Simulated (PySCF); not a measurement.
# C3H3FO2: the cost of one run

Programs: PySCF 2.14.0, with density-fitted response routines of our own. Each step states its level of theory. These are calculated values for one molecule in the gas phase, unless marked as measured. Atoms are numbered from 0 throughout.

## 1. The molecule as given

9 atoms, charge 0, multiplicity 1; geometry from: GFN2-xTB. The atoms were then displaced at random by about 0.01 Å, so the start is not that level's minimum.

Bonds of the start (Å): O0–C1 1.24, C1–O2 1.33, C1–C3 1.44, C3–C4 1.35, C4–F5 1.34, O2–H6 1.00, C3–H7 1.08, C4–H8 1.08.

## 2. Optimising the geometry at PBE0-D3(BJ)/def2-SVP

Job settings and geometry (Å):

```
{"job": {"xc": "PBE0", "basis": "def2-SVP", "d3": "d3bj", "grid": 1, "shake": 0.01, "kind": "geom"}, "charge": 0, "multiplicity": 1}
O      1.663140    -1.448700    -0.053400
C      0.921640    -0.470050    -0.211340
O      1.361820     0.786650    -0.191010
C     -0.495100    -0.569080    -0.444690
C     -1.378390     0.428740    -0.627450
F     -1.034450     1.720050    -0.613520
H      2.348700     0.796540    -0.027690
H     -0.889780    -1.575570    -0.468100
H     -2.439770     0.314260    -0.765400
```

The run is started by

```
> OMP_NUM_THREADS=1 python probes_run.py task.json out
```

The driver reads the jobs from task.json and runs them one after another.

Q: Estimate the wall time and peak memory of this first job on 1 thread of Arm Neoverse V1, shared host.

About 29 s, with a peak of 0.4 GiB.
